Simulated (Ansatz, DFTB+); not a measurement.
# Relative energies of C3H8O isomers

2 of its isomers, all singlets with charge 0: A = methoxyethane `CCOC`; B = 1-propanol `CCCO`.

Shapes, held fixed at every level: PBE0-D4/def2-TZVP. Flexible molecules stand in one conformer, not always the lowest. Programs: Ansatz 0.2.0, DFTB+ 25.1.

Enthalpies at 298 K in kJ/mol, with harmonic thermal terms from PBE0-D4/def2-TZVP. Measured gas-phase heats of formation: A CRC Handbook of Chemistry and Physics; B CRC Handbook of Chemistry and Physics.

| level | kind | B − A |
| --- | --- | --- |
| DFTB2-D4 | semi-empirical | -39.2 |
| r2SCAN-D4/def2-TZVPP | meta-GGA | -32.1 |
| B3LYP-D4/def2-TZVPP | global hybrid | -29.2 |
| BHLYP-D4/def2-TZVPP | global hybrid | -30.2 |
| B2PLYP/def2-TZVPP | double hybrid | -31.5 |
| CCSD(T)/def2-SVP | coupled cluster or CI | -29.8 |
| CCSD/def2-SVP | coupled cluster or CI | -30.0 |
| CCSD(T)/CBS estimate | coupled cluster or CI | -37.5 |
| measured | experiment | -38.7 |

Experiment puts B lowest of these. All levels agree on that. Absolute errors: DFTB2-D4 0.5; CCSD(T)/CBS estimate 1.2; r2SCAN-D4/def2-TZVPP 6.6; B2PLYP/def2-TZVPP 7.2; BHLYP-D4/def2-TZVPP 8.5; CCSD/def2-SVP 8.7; CCSD(T)/def2-SVP 8.9; B3LYP-D4/def2-TZVPP 9.5 kJ/mol. The CBS estimate extrapolates MP2 from def2-TZVPP and def2-QZVPP and adds CCSD(T) − MP2 in the triple-zeta set, cores frozen.
